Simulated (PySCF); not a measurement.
**Spin states of Cl₂**

Unrestricted PBE0; basis Cl cc-pV(D+d)Z; no relativity; PySCF 2.14. Outer shells of the fragments: Cl 3s2 3p5; Cl 3s2 3p5.

Followed along the bond (rough minima from three points):

| 2Ms+1 | unpaired | ⟨S²⟩ at the start | R at minimum (Å) | Te (eV) |
| --- | --- | --- | --- | --- |
| 1 | none | 0.00 | 2.00 | 0.00 |
| 3 | σ ↑, π ↑ | 2.00 | none in the scan | ≤ 2.30 |

Solutions found at the starting distance of 1.940 Å, counted from the lowest of them; the search is not exhaustive and high or unbound solutions are not listed, so other states can lie among these:

```tsv
2Ms+1	unpaired	term	E (eV)	⟨S²⟩	⟨Lz²⟩
1	none	¹Σ⁺	0.00	0.00	0.00
3	σ ↑, π ↑	³Π	3.17	2.00	1.00
1	σ ↓, π ↑	mixed	3.47	1.01	1.00
3	σ ↑↑	³Σ⁺	7.36	2.00	0.00
3	π ↑↑	³Σ⁻	7.42	2.00	0.00
```

A term symbol is given only where ⟨S²⟩ and ⟨Lz²⟩ are close to those of a pure state; real π, δ and φ orbitals otherwise mix terms, and g/u labels are left off.

The measured ground state is X ¹Σg+ (Huber and Herzberg, Constants of Diatomic Molecules (1979)).

Counting both spins, an empty level lies below a filled one in some of these solutions, because spin and occupation are held.
